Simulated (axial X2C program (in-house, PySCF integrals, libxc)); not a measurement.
**MgS with a deliberately poor setting**

Computed with an in-house relativistic program for diatomic molecules.

Input file and command:
```json
{
 "zs": [
  16,
  12
 ],
 "q": 0,
 "bas": [
  "dyall-v3z",
  "dyall-v3z"
 ],
 "levels": [
  "PBE0",
  "HF",
  "PBE50",
  "PBE"
 ],
 "cc": false,
 "r0": 2.26,
 "npts": 10,
 "nst": 2,
 "ntry": 6,
 "opt": {
  "auxb": 4.0
 }
}
```
```bash
python so2c.py task.json out
```

Keys: zs atomic numbers; q charge; bas basis sets; levels methods; cc coupled cluster on or off; r0 starting distance in Å; npts points on the curve; nst determinants followed; ntry starts of the search; auxb ratio of fitting exponents. HF also brings MP2.

Task: One numerical setting was spoiled on purpose. Which, and what came out?

Result: Density fitting set too sparse. States: spin-free M_S = 0, Λ = 0; 2c Ω = 0. The apparent results, which are not to be taken for properties of MgS:

```tsv
Hamiltonian	level	points converged	Re (Å)	ωe (cm⁻¹)	De (eV)	curve-fit residual (μEh)
spin-free	PBE0	10 of 10	2.141	539	1.65	1.8
spin-free	HF	10 of 10	2.139	544	-0.12	0.15
spin-free	MP2	10 of 10	2.154	555	1.86	0.15
spin-free	PBE50	10 of 10	2.123	559	1.41	1.3
spin-free	PBE	10 of 10	2.159	519	1.94	2.3
2c	PBE0	10 of 10	2.141	538	1.65	1.3
2c	HF	10 of 10	2.139	543	-0.12	0.36
2c	MP2	10 of 10	2.154	555	1.84	0.33
2c	PBE50	10 of 10	2.124	558	1.41	0.86
2c	PBE	10 of 10	2.160	518	1.94	1.9
```
